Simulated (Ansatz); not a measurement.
System: rock-salt NaCl. Method: G0W0@HSE06 (hard PAW, contour deformation; Ansatz, a quantum-chemistry and plane-wave program).

The cell has the measured lattice parameters. Conventional cell: a = 5.6401 Å, b = 5.6401 Å, c = 5.6401 Å, α = 90.00°, β = 90.00°, γ = 90.00°.

The quasiparticle gap at Γ at a fixed k mesh 4×4×4:

```tsv
response cutoff	value (eV)
150 eV, 344 empty bands	8.568
200 eV, 529 empty bands	8.637
250 eV, 740 empty bands	8.678
300 eV, 972 empty bands	8.704
```

### Question
Taking the value to converge with the response cutoff E as E^(−3/2), extrapolate from the last two rows.

### Answer
With y = y∞ + c/w and weights w = 3953 and 5196 for the last two rows, y∞ = (w2 y2 − w1 y1)/(w2 − w1) = (5196 × 8.704 − 3953 × 8.678)/1243 = 8.787 eV, which lies 0.083 beyond the last row. Successive pairs of rows give 8.765, 8.781, 8.787. The limit also hangs on the law assumed, so its last digits aren't firm.

The other settings are not extrapolated, so this is the limit in one setting alone.

Note: GW on a hybrid start was not checked against another program.
